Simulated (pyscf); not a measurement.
Single points on ωB97X-D3(BJ)/def2-SVP structures (PySCF, gas phase).

Q: Estimate by transition-state theory (the high-pressure limit) the rate constant of O=AlH + hydrogen (H₂) → HO–AlH₂ (singlet surface; H–H broken, Al–H, H–O formed) at 900 K, with ωB97M-D3(BJ)/def2-TZVP energies (ideal gas, 1 atm, RRHO with modes under 100 cm⁻¹ raised to 100, one conformer, R ln 2 for chiral ones without a mode under 150 cm⁻¹; no tunnelling).

A: The electronic barrier is 6.4 kcal/mol and the thermal terms add +24.1, so ΔG‡ = 30.5 kcal/mol. With k_BT/h = 1.88e+13 s⁻¹ and RT = 1.788 kcal/mol, and a volume of 1.23e-19 cm³ per molecule at 1 atm, k = 9.1e-14 cm³ molecule⁻¹ s⁻¹. The product is born with the 66 kcal/mol of the reverse barrier and needs collisions to keep. Wigner's tunnelling factor for 975i cm⁻¹ would be 1.10. A shift of 1 kcal/mol in the barrier changes k by a factor 1.7. At the saddle there is also a short Al–H contact that neither side keeps. O=AlH lies 43.9 kcal/mol over its isomer HO–Al [singlet] (electronic energy, ωB97M-D3(BJ)/def2-TZVP). One saddle was located; it need not be the lowest between these sides.
